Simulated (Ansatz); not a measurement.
Geometry optimisation, Ansatz 0.2.0, RKS B3LYP-D4/def2-SVP.

The input (input.yaml):

```yaml
crystal:
  periodic: [false, false, false]
  atoms:
    - { symbol: Al, position_ang: [-0.8616, -0.1509, -0.9081] }
    - { symbol: "N", position_ang: [0.7459, 1.3067, -0.3634] }
    - { symbol: H, position_ang: [-0.404, -1.1787, -1.9683] }
    - { symbol: H, position_ang: [-2.3182, 0.3565, -0.9728] }
    - { symbol: H, position_ang: [0.4131, 0.3426, 0.511] }
    - { symbol: P, position_ang: [-0.3613, -0.8996, 1.5999] }
    - { symbol: H, position_ang: [0.5686, 2.2034, 0.0754] }
    - { symbol: H, position_ang: [1.7231, 1.2528, -0.6242] }
    - { symbol: H, position_ang: [0.9911, -1.1482, 1.7837] }
    - { symbol: H, position_ang: [-0.4966, -2.0845, 0.8669] }
basis:
  gaussian: { orbitals: def2-SVP }
hamiltonian:
  xc: b3lyp
  dispersion: d4
relax:
  f_tol: 0.15
  max_steps: 25
  restrain:
    - { distance: [0, 5], at: 3.58, k: 30.0 }
    - { distance: [4, 1], at: 2.32, k: 30.0 }
    - { distance: [0, 1], at: 1.92, k: 30.0 }
    - { distance: [4, 5], at: 1.38, k: 30.0 }
output:
  orbitals: {}
```

Run as:

```bash
$ ansatz run input.yaml --threads 2 --pin off --max-ram 3072MiB --backend cpu --events-out ev --progress --plain --runs-dir out
```

**Question.** Where does it end, and by what steps?

**Answer.** It converged. The restraints hold the end off the free minimum. After 14 steps the energy has fallen by 1.280 eV (the restraints' own energy left out); H10 moved furthest, 1.02 Å. Parted: Al1–P6. Joined: H5–P6.

```
step  energy less start (eV)  largest force component (eV/Å)  accepted
   0                  0.0000                           2.458       yes
   1                  0.2995                           2.137       yes
   2                  0.0361                           2.212       yes
   3                 -0.4368                           1.699       yes
   4                 -1.0422                           1.414       yes
   5                 -1.2052                           1.422       yes
   6                 -1.2460                           1.102       yes
   7                 -1.2572                           1.130       yes
   8                 -1.2544                           1.164        no
   9                 -1.2615                           1.136       yes
  10                 -1.2654                           1.148       yes
  11                 -1.2683                           1.159       yes
  12                 -1.2783                           1.163       yes
  13                 -1.2775                           1.166        no
  14                 -1.2805                           1.197       yes
```

```xyz
10
Properties=species:S:1:pos:R:3
Al -0.582 0.061 -1.267
N 0.525 1.425 -0.639
H 0.109 -1.159 -1.993
H -2.138 0.251 -1.072
H 0.393 0.052 1.236
P 0.104 -1.040 2.070
H 0.200 2.297 -0.231
H 1.534 1.447 -0.764
H 0.936 -1.941 1.326
H -1.081 -1.392 1.334
```

Time of the run: 23 s on 2 threads of Arm Neoverse V2 (shared host), peak memory 0.16 GiB.
